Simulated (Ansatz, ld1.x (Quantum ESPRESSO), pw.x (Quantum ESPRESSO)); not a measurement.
# From atom to crystal: TM potential for Ru (Z = 44)

Ru (Z = 44), norm-conserving Troullier–Martins (Kleinman–Bylander form), made with ld1.x (Quantum ESPRESSO) 7.5 (PBEsol, scalar-relativistic). Core [Kr], reference 4d7 5s1 5p0. Waves: 5s (bound): rc 2.55 bohr; 4d (bound): rc 1.70 bohr; 5p (bound, empty): rc 4.05 bohr. Local part: the p channel. Core correction: Bessel-smoothed model core inside 1.70 bohr.

Atomic tests: cutoffs needed: 50 Ry and 60 Ry (the cutoffs (Ry, on a coarse ladder) from which the occupation-weighted sum of valence levels, in a spherical-Bessel basis at the reference potential, stays within 10 and 1 mRy of its value at 400 Ry); ghost test: no extra level below or beside the all-electron valence levels (s, d, p, f tested) (spherical-Bessel basis up to 400 Ry, 20 bohr box); configuration tests: 2 of 7 tests not solved or not reliable.

Crystal test: bcc Ru in pw.x 7.5, no spin, 15³ k-points, Fermi–Dirac smearing 0.01 Ry, cutoffs 75/300 Ry. The reference is all-electron LAPW (Ansatz 0.2.0) with the same functional, mesh and smearing; V0 and B0 come from Birch–Murnaghan fits to the pressures at five volumes. Errors are pseudo minus all-electron; Δ is the rms difference of the E(V) curves that follow from these fits, minima aligned, over ±6 % about the mean V0. Mesh and smearing are coarse, so the numbers serve the comparison and aren't converged zero-temperature values; the lattice is a test structure that the element need not adopt.

```
V (Å³/atom)  P all-electron (GPa)  P pseudo (GPa)
     13.080                 18.34           56.58
     13.424                  8.71           42.44
     13.768                  0.38           30.25
     14.112                 -6.82           19.72
     14.456                -13.03           10.63
```

All-electron: a0 = 3.021 Å (V0 = 13.79 Å³/atom), B0 = 307.4 GPa.

Pseudopotential: mean pressure error (GPa): +30.41. The pressure does not cross zero within the volumes sampled, so no fit is given. The largest radius (4.05 bohr) exceeds half the bond length (2.47 bohr), so the spheres overlap, which is one possible source of error among others. This is a poor potential for the solid. Atomic configuration tests: 2 of 7 tests not solved or not reliable. The logarithmic derivative shows an extra or strongly shifted pseudo pole above the reference energy (s near 0.77 Ry).

Task: At the middle volume, how do free energy and pressure move when the wave cutoff is lowered (ecutrho kept at four times it)?

Result:

| cutoff (Ry) | shift of F (meV/atom) | shift of P (GPa) |
| --- | --- | --- |
| 34 | +2894.2 | -137.61 |
| 45 | +326.8 | -25.51 |
| 60 | +3.2 | -0.41 |

The run at the middle volume (120 k-points, 7 iterations) took about 15 s on one core of a shared host (Neoverse-V1, 32 threads, 247 GiB, load 20).
